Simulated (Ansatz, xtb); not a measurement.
# Relative energy of two structures of Al2H3O−

Structure X: a singlet given by its coordinates. Structure Y: a singlet given by its coordinates. Both are isolated ions in the gas phase, relaxed with PBE0-D3(BJ)/def2-SVPD.

X (Å):

```yaml
atoms:
  - { symbol: Al, position_ang: [0.2997, -0.2547, -0.8895] }
  - { symbol: Al, position_ang: [-1.0492, -0.2788, 1.2375] }
  - { symbol: O, position_ang: [-0.0977, 0.9371, 0.3717] }
  - { symbol: H, position_ang: [-1.7298, 0.3050, 2.6254] }
  - { symbol: H, position_ang: [1.8087, -0.8420, -0.9814] }
  - { symbol: H, position_ang: [-0.3748, -0.1135, -2.3576] }
```

Close contacts (Å): Al1–Al2 2.52, Al1–O3 1.78, Al2–O3 1.77, Al1–H5 1.62, Al1–H6 1.62, Al2–H4 1.65.

Y (Å):

```yaml
atoms:
  - { symbol: Al, position_ang: [-0.4018, -0.6479, -0.5261] }
  - { symbol: Al, position_ang: [0.3474, 2.4097, 0.9538] }
  - { symbol: O, position_ang: [-0.0129, 0.9419, 0.2435] }
  - { symbol: H, position_ang: [-1.7501, -1.2568, 0.1864] }
  - { symbol: H, position_ang: [-0.6628, -0.4020, -2.1285] }
  - { symbol: H, position_ang: [0.8708, -1.6612, -0.3024] }
```

Close contacts (Å): Al1–O3 1.81, Al2–O3 1.67, Al1–H4 1.64, Al1–H5 1.64, Al1–H6 1.64.

Question: Estimate E(Y) − E(X) at the level CCSD(T)/def2-SVPD + ΔMP2/def2-TZVPPD.

Answer: Calculated at CCSD(T)/def2-SVPD + ΔMP2/def2-TZVPPD: E(Y) − E(X) = −1.106 eV, so structure Y lies lower.

Level by level:

| level | geometry | E(Y) − E(X) (eV) | departure from the last row (eV) | job, with rough time for the two |
| --- | --- | --- | --- | --- |
| GFN2-xTB | GFN2-xTB | −1.171 | −0.064 | optimisation, 0.22 s |
| HF/STO-3G | GFN2-xTB | −3.692 | −2.586 | single point, 0.22 s |
| r2SCAN-D4/def2-SVPD | GFN2-xTB | −1.304 | −0.197 | single point, 4.5 s |
| PBE0-D3(BJ)/def2-SVPD | PBE0-D3(BJ)/def2-SVPD | −0.967 | +0.140 | optimisation, 38 s |
| HF/def2-SVPD | PBE0-D3(BJ)/def2-SVPD | −1.363 | −0.257 | part of the CCSD(T) run |
| MP2/def2-SVPD | PBE0-D3(BJ)/def2-SVPD | −1.165 | −0.058 | part of the CCSD(T) run |
| CCSD(T)/def2-SVPD | PBE0-D3(BJ)/def2-SVPD | −1.199 | −0.092 | single point |
| CCSD(T)/def2-SVPD + ΔMP2/def2-TZVPPD | PBE0-D3(BJ)/def2-SVPD | −1.106 |  | single point, 18 s |

The levels shown agree on the order. The largest departure from CCSD(T)/def2-SVPD + ΔMP2/def2-TZVPPD is that of HF/STO-3G, 2.586 eV. The last row adds to CCSD(T) the change of the MP2 difference between the two basis sets, here +0.092 eV.

With harmonic frequencies from PBE0-D3(BJ)/def2-SVPD (ideal gas, rigid rotor, one conformer each, 298.15 K, 1 atm): on the last row, ΔE + ΔZPE = −1.090, ΔH = −1.083, ΔG = −1.090 eV.

The T1 diagnostic of structure Y is large, so the coupled-cluster value is less sure. The correlated steps freeze 11 core orbitals. Programs: Ansatz 0.2.0, xtb 6.7.1; the last row on 1 thread of Arm Neoverse V1 on a shared host.
